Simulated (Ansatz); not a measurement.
# AlH3− (doublet): wave-function methods side by side, aug-cc-pVTZ

How much of the correlation energy of AlH3− (doublet) does each wave-function method recover here?

The runs use Ansatz 0.2.0, Gaussian basis; aug-cc-pVTZ, core rule «outside noble gas», up to 5 orbitals frozen.

Plan: UHF; CCSD(T) on ROHF; CCSD(T) on UHF; BCCD(T) on ROHF; CCSDT(Q) on ROHF; CCSDT(Q) on UHF; CASSCF and NEVPT2, 7 electrons in 7 orbitals.

4 further runs of the same task are left out: 2 for a known fault of the program, 2 set aside as unsound or not needed.

## 1. The system

The geometry is a PBE0/def2-TZVPD stationary point (not a proven minimum).

4 atoms, charge -1, spin multiplicity 2.

Atoms are counted from 1 here; the program's logs count them from 0.

Bond lengths: Al1–H2 1.640 Å, Al1–H3 1.640 Å, Al1–H4 1.640 Å. Angles: H2–Al1–H3 110.9°, H2–Al1–H4 110.9°, H3–Al1–H4 110.9°.

As a file:

```xyz
4

Al    0.00009   -0.00012   -0.05093
H     1.55916    0.01274    0.45717
H    -0.79091    1.34613    0.45005
H    -0.77063   -1.35579    0.45619
```

## 2. UHF

File in.yaml:

```yaml
crystal:
  periodic: [false, false, false]
  atoms:
    - {symbol: Al, position_ang: [0.000089, -0.000115, -0.050932]}
    - {symbol: H, position_ang: [1.559162, 0.012743, 0.457166]}
    - {symbol: H, position_ang: [-0.790913, 1.346129, 0.450047]}
    - {symbol: H, position_ang: [-0.770631, -1.355790, 0.456190]}
basis:
  gaussian: {orbitals: aug-cc-pVTZ}
total_charge: -1
magnetization: {spin_polarized: true, initial_magnetization: 1}
hamiltonian: {xc: hf}
output: {orbitals: {seedname: orbitals}}
```

Command:

```bash
$ ansatz run in.yaml --threads 1 --pin off --events-out ev --progress --plain --max-ram 4096MiB --backend cpu
```

Further steps of the session: CCSD(T) on ROHF; CCSD(T) on UHF; BCCD(T) on ROHF; CCSDT(Q) on ROHF; CCSDT(Q) on UHF; CASSCF and NEVPT2, 7 electrons in 7 orbitals.

**Question.** What will the summary of the whole plan be? Wanted: UCCSDT(Q) below the RHF energy; RMP2 from UCCSDT(Q); UMP2 from UCCSDT(Q); RCCSD from UCCSDT(Q); RCCSD(T) from UCCSDT(Q); UCCSD(T) from UCCSDT(Q); RCCSDT(Q) from UCCSDT(Q); NEVPT2 valence from UCCSDT(Q); T1 diagnostic.

As calculated:

| quantity | value |
| --- | --- |
| UCCSDT(Q) below the RHF energy | -3.7283 eV |
| RMP2 from UCCSDT(Q) | +18.50 kcal/mol |
| UMP2 from UCCSDT(Q) | +18.41 kcal/mol |
| RCCSD from UCCSDT(Q) | +2.51 kcal/mol |
| RCCSD(T) from UCCSDT(Q) | +0.57 kcal/mol |
| UCCSD(T) from UCCSDT(Q) | +0.56 kcal/mol |
| RCCSDT(Q) from UCCSDT(Q) | +0.01 kcal/mol |
| NEVPT2 valence from UCCSDT(Q) | +20.70 kcal/mol |
| levels within 1 kcal/mol (43 meV) | RCCSD(T), UCCSD(T), BCCD(T), RCCSDT, UCCSDT, RCCSDT(Q) |
| T1 diagnostic | 0.023 |
| effectively unpaired electrons | 1.01 |

**Reading.** RCCSD(T) misses by +0.57 kcal/mol, 0.7 % of the correlation energy. One determinant dominates. These misses are within one basis, not against nature; the frozen cores of restricted and unrestricted runs differ, which can shift their rows.
